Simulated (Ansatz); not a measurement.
Write a Python script for Ansatz's Python interface that makes a polarisability from point charges of CF3, SMILES F[C](F)F. Use (for the species named): Hartree-Fock, def2-SVPD basis, multiplicity 2.

The script reads `cf3.xyz`:
```text
4

F    -1.24053    0.02422    0.26301
C    -0.03811   -0.05747   -0.27469
F     0.66499   -1.05640    0.22458
F     0.61365    1.08964   -0.21290
```

The script, `field.py`:
```python
"""Response of CF3 to a pair of distant point charges."""

import ansatz as az
import numpy as np


def main() -> None:
    molecule = az.Crystal.molecule_from_extxyz("cf3.xyz")

    calc = (
        molecule.calculation()
        .basis(gaussian="def2-SVPD")
        .functional("HF")
        .spin("collinear", total=1)
        .forces()
    )
    # charges +q and -q at -R and +R make a nearly even field 2 k q / R^2 at the centre
    centre = np.mean([site.position_ang for site in molecule.cartesian_sites], axis=0)
    field = 2 * 14.399645 * 2.0 / 40.0 ** 2


    def dipole(axis, sign):
        arm = 40.0 * np.eye(3)[axis]
        pair = [{"charge": sign * 2.0, "position_ang": (centre - arm).tolist()}, {"charge": -sign * 2.0, "position_ang": (centre + arm).tolist()}]
        deck = calc.input().set(az.key.basis.gaussian.point_charges, pair)
        return np.array(az.Session.from_dict(deck).plan().execute().report["charge_distribution"]["dipole_moment_e_ang"])


    print(f"field {field:.4f} V/A")
    alpha = np.array([(dipole(axis, 1) - dipole(axis, -1)) / (2 * field) * 14.399645 for axis in range(3)])
    print("polarisability tensor (A^3)")
    print(np.array2string(alpha, precision=3, suppress_small=True))
    print(f"mean {np.trace(alpha) / 3:.3f} A^3 = {np.trace(alpha) / 3 / 0.14818471:.2f} bohr^3")


if __name__ == "__main__":
    main()
```

```console
$ python field.py
field 0.0360 V/A
polarisability tensor (A^3)
[[ 2.373 -0.013 -0.063]
 [-0.012  2.362 -0.094]
 [-0.062 -0.094  1.923]]
mean 2.219 A^3 = 14.98 bohr^3
```

What to keep in mind:
- The geometry is a force-field or estimated start, not a minimum of this method, and the basis set is short of its limit. The field of two point charges is only nearly even.
- The species is open-shell (spin multiplicity 2).
- Hardware and time: 5 s on 1 thread of Intel(R) Xeon(R) 6975P-C (Granite Rapids) (shared host), peak memory 0.25 GiB.

(Lines on the test bed's own set-up are left out of the output.)
